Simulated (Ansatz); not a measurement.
System: anatase TiO2 (metastable phase). Method: r²SCAN-D4 (PAW; Ansatz, a quantum-chemistry and plane-wave program).

Settings: plane-wave cutoff 560 eV, 12×12×12 k mesh, Fermi–Dirac smearing 0.01 eV, no spin polarisation, scalar-relativistic PAW data made under PBE.

Properties against volume:

Shape and atoms are relaxed at each volume.

```tsv
V (Å³/atom)	P (GPa)	direct gap at Γ (eV)	smallest gap on the k mesh (eV)	c (Å)
10.869	8.16	3.096	2.496	9.280
11.096	3.95	3.062	2.522	9.421
11.322	0.00	3.022	2.538	9.553
11.549	-3.69	2.978	2.545	9.675
11.775	-7.10	2.930	2.543	9.788
```

The fundamental gap (2.53 eV at the equilibrium volume, with added k points) lies elsewhere than Γ–Γ.

Note: the bulk modulus comes from volumes at which shape and atoms were relaxed.
